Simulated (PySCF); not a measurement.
**CHClOS, a complex of two parts: interaction energy**

An exercise on one series of results from a longer session: the logs are not shown, and one member is left open.

Programs: PySCF 2.14.0. All values are calculated, for the isolated system unless a continuum is named. Atoms count from 0, parts from 1.

### Starting point

5 atoms, charge 0, multiplicity 1; geometry: GFN2-xTB. Parts: 1 = atoms 0–1, `Cl`, charge 0; 2 = atoms 2–4, `O=C=S`, charge 0.

Set-up of the first run:

Job settings and geometry (Å):

```
{"job": {"xc": "PBE0", "basis": "def2-TZVPD", "d3": "d3bj", "grid": 3, "kind": "geom", "shake": 0.01}, "charge": 0, "multiplicity": 1, "parts": [{"atoms": "0-1", "charge": 0, "multiplicity": 1}, {"atoms": "2-4", "charge": 0, "multiplicity": 1}]}
Cl     0.317377     0.463493     0.692359
H     -0.311197    -0.287980    -0.133562
O     -1.119627    -1.504099    -1.561163
C     -1.316487    -2.159534    -2.474173
S     -1.682901    -3.043072    -3.699007
```

Command:

```console
$ OMP_NUM_THREADS=1 python cluster_run.py task.json out
```

The driver reads the jobs from task.json and runs them one after another.

Among the steps run: Optimising the geometry at PBE0-D3(BJ)/def2-TZVPD; Coupled-cluster interaction energy: CCSD(T) and MP2, 2.21 Å; Coupled-cluster interaction energy: CCSD(T) and MP2, 2.32 Å; Coupled-cluster interaction energy: CCSD(T) and MP2, 2.43 Å; Coupled-cluster interaction energy: CCSD(T) and MP2, 2.10 Å; Coupled-cluster interaction energy: CCSD(T) and MP2, 2.76 Å; Coupled-cluster interaction energy: CCSD(T) and MP2, 1.99 Å; Coupled-cluster interaction energy: CCSD(T) and MP2, 3.32 Å; Coupled-cluster interaction energy: CCSD(T) and MP2, 4.42 Å.

One table of the session follows, with a row left open; its other results are not shown here.

It belongs to the step «Coupled-cluster interaction energy: CCSD(T) and MP2, 4.42 Å». 

| method | interaction energy (kcal/mol) |
| --- | --- |
| HF/aug-cc-pVDZ | -0.31 |
| MP2/aug-cc-pVDZ | -0.30 |
| CCSD/aug-cc-pVDZ | -0.30 |
| CCSD(T)/aug-cc-pVDZ | -0.31 |
| HF/aug-cc-pVQZ | -0.30 |
| MP2/aug-cc-pVQZ | -0.30 |
| SCS-MP2/aug-cc-pVQZ | ? |
| MP2, extrapolated | -0.30 |
| CCSD(T), limit estimate | -0.31 |

**Question.** Estimate the row for SCS-MP2/aug-cc-pVQZ.

The run gave: interaction energy (kcal/mol): -0.28. In the column «interaction energy (kcal/mol)» it is the highest.
